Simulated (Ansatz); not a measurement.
**[PO2]+ (SMILES O=[P+]=O): methods side by side**

[PO2]+: 3 atoms, total charge +1, spin state singlet. As SMILES, `O=[P+]=O`. Geometry: relaxed at GFN2-xTB.

```jsonl
{"atom": "O", "x (Å)": "0.7923", "y (Å)": "1.0259", "z (Å)": "0.5482"}
{"atom": "P", "x (Å)": "0.0002", "y (Å)": "-0.0002", "z (Å)": "0.0003"}
{"atom": "O", "x (Å)": "-0.7925", "y (Å)": "-1.0257", "z (Å)": "-0.5485"}
```

Quantity: the energy change with the O1–P2 bond stretched from 1.407 to 1.759 Å, in eV. The values are calculated.

| level | kind | program | value (eV) | less FCI/STO-3G | CPU time (all runs) |
| --- | --- | --- | --- | --- | --- |
| PBE/STO-3G (restricted) | GGA | Ansatz | -0.35 | +0.18 | 1.8 s |
| revPBE/STO-3G (restricted) | GGA | Ansatz | -0.42 | +0.11 | 1.8 s |
| PBE0/STO-3G (restricted) | global hybrid | Ansatz | -0.04 | +0.49 | 1.8 s |
| CAM-B3LYP/STO-3G (restricted) | range-separated hybrid | Ansatz | -0.02 | +0.51 | 1.9 s |
| wB97X/STO-3G (restricted) | range-separated hybrid | Ansatz | 0.03 | +0.56 | 7.2 s |
| MP2/STO-3G (restricted) | perturbation theory | Ansatz | 0.71 | +1.24 | 0.25 s |
| CCSD(T)/STO-3G (restricted) | coupled cluster or CI | Ansatz | -0.33 | +0.20 | 0.42 s |
| FCI/STO-3G | exact in the basis | Ansatz | -0.53 | 0.00 | 2 s |

FCI/STO-3G is exact within its basis and frozen core, so for wave-function methods in that basis the difference is their error; functionals converge differently with the basis, so for them it is only a difference. The first shape isn't each level's own minimum. The values span -0.53 to 0.71 eV. All rows use very small basis sets, so none should be taken for the real molecule's value. Times are those of the runs behind each value, whatever else they computed, on shared processors of several kinds: orders of magnitude only.
